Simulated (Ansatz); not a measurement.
Mulliken charges of `FS(F)(F)F` from r2SCAN/def2-TZVPP in Ansatz (PBE0-D4/def2-TZVP geometry).

```
atom   x (Å)   y (Å)   z (Å)  charge (e)
  F1  -0.561  -0.228   1.173      -0.139
  S2   0.064  -0.357  -0.243       0.811
  F3   1.537  -0.462   0.491      -0.266
  F4  -1.440  -0.077  -0.858      -0.266
  F5   0.401   1.125  -0.563      -0.139
```

Task: By hand: the dipole of these point charges (1 e Å = 4.8032 D).

Result: Σ q r = (0.048, -0.271, -0.184) e Å, of length 0.331 e Å = 1.59 D.

Task: How does the dipole of the full density compare? (An estimate is asked.)

Result: Ansatz gave: (0.016, -0.089, -0.061) e Å, 0.52 D; the point charges give 3.06 times that, at 0° from its direction.

Point charges leave out the atoms' own dipoles, such as those of lone pairs, and Mulliken's split depends on the basis, so the two needn't agree.
